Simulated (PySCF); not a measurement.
**Simulated absorption spectrum**

CH7NSi.
SMILES: `CN[SiH3]`

The calculation used TDDFT PBE0/def2-SVPD, vertical, gas phase, core orbitals frozen in the response in PySCF. Isolated species at its PBE0-D3(BJ)/def2-SVP geometry, gas phase.

Broadening: Gaussians 0.4 eV wide at half height, area fixed by f = 4.319×10⁻⁹ ∫ε dν̃. The width is an assumption, not a result. The curve ends short of the highest state used, and states not computed would add to its high-energy end.

```tsv
λ (nm)	ε (L mol⁻¹ cm⁻¹)
152.9	1126
156.8	201
160.7	1276
164.7	3209
168.6	3026
172.5	1454
176.4	679
180.3	1184
184.2	1993
188.1	1766
192.1	829
196.0	229
199.9	42
203.8	20
207.7	57
211.6	128
215.6	187
219.5	185
223.4	130
227.3	67
231.2	26
235.1	8
239.0	2
243.0	0
```

Q: Where are the band maxima, and which computed states make them?

A: 217 nm (5.70 eV), ε about 190, made up of S1 (100%); 185 nm (6.69 eV), ε about 2100, made up of S2 (78%) and S3 (21%); 166 nm (7.45 eV), ε about 3500, made up of S5 (23%) and S6 (73%) (ε in L mol⁻¹ cm⁻¹; maxima over ε = 5, shares over 10%). At its high-energy end, 8.11 eV, the curve is still rising (ε about 1100, from S7 and S8). The states used: S1 5.70 eV (f 0.0029); S2 6.67 eV (f 0.024); S3 6.74 eV (f 0.0069); S4 7.23 eV (f 0.0053); S5 7.35 eV (f 0.014); S6 7.50 eV (f 0.039); S7 8.45 eV (f 0.097); S8 8.51 eV (f 0.046); S9 8.54 eV (f 0.022); S10 8.71 eV (f 0.0045).

Q: Coming from long wavelengths, where does ε first pass 100 L mol⁻¹ cm⁻¹?

A: At about 225 nm (5.51 eV), 0.20 eV below S1.

Q: On this curve, what absorbance would a 10⁻³ mol/L sample give at 193 nm over a 1 cm path?

A: 193 nm is 6.424 eV, where ε is about 640 L mol⁻¹ cm⁻¹, so A = ε c l ≈ 0.64 (Beer–Lambert, with the gas-phase spectrum and the assumed width).

Q: What would ε be at 7.45 eV, the highest of these maxima, with half the width (0.2 eV)?

A: About 5380 L mol⁻¹ cm⁻¹ against 3460, a factor of about 1.6; a lone state at its own centre would give exactly 2.

The vertical ionisation energy (ΔSCF) is 8.91 eV, 0.21 eV above S10.
